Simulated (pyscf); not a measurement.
[HC–NH–CH₃] [singlet] + H• -> CH₄ + •HC=NH, a substitution at C (doublet surface; C–N broken, C–H formed). Structures and frequencies: ωB97X-D3(BJ)/def2-SVP in PySCF. Correlated levels are frozen-core, on RHF or UHF. ΔMP2 is the change of the MP2 total energy from the triple- to the quadruple-zeta basis. Energies in kcal/mol from the separated reactants.

Small-basis levels: PySCF, no dispersion term, spherical d functions. AM1 to PM7: differences of heats of formation from MOPAC. Open shells are spin-unrestricted. 

| level | barrier | reaction energy |
|---|---|---|
| HF/3-21G | (withheld) | -52.7 |
| MP2/6-31G* | (withheld) | -52.7 |
| SVWN5/6-31G* | 4.0 | -58.0 |
| BP86/6-31G* | 7.4 | -65.3 |
| B3LYP/3-21G | 11.7 | -64.1 |
| B3LYP/6-31G* | 15.9 | -65.0 |
| M06-2X/6-31G* | 23.7 | -58.1 |
| B3LYP/6-311+G** | 15.9 | -65.3 |
| PBE/def2-SVP | 11.5 | -58.7 |
| B3LYP/def2-SVP | 17.1 | -62.2 |
| AM1 | 27.1 | -62.2 |
| PM7 | 21.3 | -64.5 |
| CCSD(T)/def2-TZVPP + ΔMP2(QZVPP) | (withheld) | -61.2 |

**Question.** Complete the blanks.

**Answer.** 
- HF/3-21G, barrier: 39.5
- MP2/6-31G*, barrier: 35.9
- CCSD(T)/def2-TZVPP + ΔMP2(QZVPP), barrier: 23.3

Against the last row the barrier runs from -19.4 (SVWN5/6-31G*) to +16.2 kcal/mol (HF/3-21G). CCSD(T)/def2-TZVPP + ΔMP2(QZVPP) has limits of its own. From the product side, HC≡N + H• + CH₄ lies, by one bond made or cut, 60.6 kcal/mol under this saddle at ωB97M-D3(BJ). Abstraction by the radical was not located in this set and often lies lower. [HC–NH–CH₃] [singlet] lies 43.2 kcal/mol over its isomer H₃C–CH=NH (electronic energy, ωB97M-D3(BJ)). •HC=NH lies 8.1 kcal/mol over its isomer H₂C=N• (electronic energy, ωB97M-D3(BJ)). This is the saddle that the search found; another between the same sides may lie lower. The angle at the attacked C is 180°. The CCSD(T) − MP2 part came from Ansatz, without density fitting, on the same reference.
